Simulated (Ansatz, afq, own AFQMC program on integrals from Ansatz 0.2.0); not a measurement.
## GeH3, doublet in 6-31G, levels against full CI

```xyz
4

Ge    0.0001    0.0000   -0.0373
H     2.9198    0.0337    0.9020
H    -1.4913    2.5134    0.8937
H    -1.4333   -2.5466    0.8945
```

Basis 6-31G. Noble-gas cores (and the filled d shells of Ga–Kr and In–Xe) are frozen. Ansatz 0.2.0 and our own AFQMC program on the same integrals; the CISD trial comes from CCSD amplitudes, and released means the phaseless constraint is let go. Error bars are statistical, one sigma. No spin–orbit coupling.

Determinant: UHF, the one that the program's search chose, which needn't be the lowest solution. The geometry is a point of a scan.

Full CI on the same integrals is exact in this basis and with this determinant's frozen core.

Cautions: no relativity below Rb; no spin-orbit coupling; inner d shell frozen; strong correlation (T1 0.075, weight of the determinant 0.68, largest double 0.23); unrestricted determinant spin contaminated (⟨S²⟩ 2.51 against 0.75); the released energies are still falling, so no released level is given (meV from the phaseless value at times in 1/Eh: -6 ± 3 at 0.24, -12 ± 3 at 0.51, -20 ± 4 at 0.99, -22 ± 3 at 1.62, -28 ± 4 at 2.40).

* T1 diagnostic: 0.0753
* weight of the determinant in the CISD state: 0.685
* ⟨S²⟩ of the determinant: 2.508
* size of the correlated space: 7 electrons in 21 orbitals

Reference: full CI, correlation energy -1.257 eV. The cautions show a poor starting determinant, so the rows tell how each method copes with it here, and full CI is the sure value.

```tsv
level	E − E(reference) (kcal/mol)	share of correlation (%)
HF	28.99	0.00
MP2	16.65	42.57
CCSD	3.85	86.73
CCSD(T)	2.70	90.68
CCSDT	1.50	94.84
CCSDT(Q)	1.33	95.40
CCSDTQ	0.29	99.00
ph-AFQMC/HF	0.10 ± 0.17	99.64
ph-AFQMC/CISD	1.84 ± 0.06	93.64
```

CCSDT and higher add their correlation energy to the determinant of the CCSD(T) run, since their own runs factorise the integrals more tightly (a shift of under 2 meV). A walk keeps the symmetry of its determinant, which the program's search chose and which needn't be the lowest solution, so a lower state of the same spin and another symmetry isn't excluded.
